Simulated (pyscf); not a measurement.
Thermochemistry of product channels of [Cl–Zr(Cl)–Cl]• + water (H₂O) on the doublet surface, in eV, from ωB97M-D3(BJ)/def2-TZVP energies (ideal gas, 1 atm, RRHO with modes under 100 cm⁻¹ raised to 100, one conformer, R ln 2 for rigid chiral ones). PySCF, gas phase, ωB97X-D3(BJ)/def2-SVP geometries.

```csv
products,ΔE,ΔH(298 K),ΔG(900 K),ΔG(1200 K)
Cl–ZrH(Cl)–Cl + O atom (O) [triplet] + H atom (H•),___,+6.42,+5.56,___
hydrogen chloride (HCl) + [HO–Zr(Cl)–Cl]•,+0.20,+0.12,+0.04,-0.01
hydrogen chloride (HCl) + Cl–Zr–Cl [triplet] + hydroxyl (OH•),___,+5.83,+4.51,+4.07
```

Problem. Some entries are withheld; supply them.

Solution. 
- Cl–ZrH(Cl)–Cl + O atom (O) [triplet] + H atom (H•), ΔE: +6.79
- Cl–ZrH(Cl)–Cl + O atom (O) [triplet] + H atom (H•), ΔG(1200 K): +5.21
- hydrogen chloride (HCl) + Cl–Zr–Cl [triplet] + hydroxyl (OH•), ΔE: +6.00

These are energies of the channels, which say nothing of barriers. Left out: orbital degeneracy and the spin-orbit lowering of OH, O. Open-shell species with a d-block atom are single-reference here; other states, and whether the spin sits on metal or ligand, were not checked. Elements past Kr carry the def2 core potentials, without spin-orbit coupling.
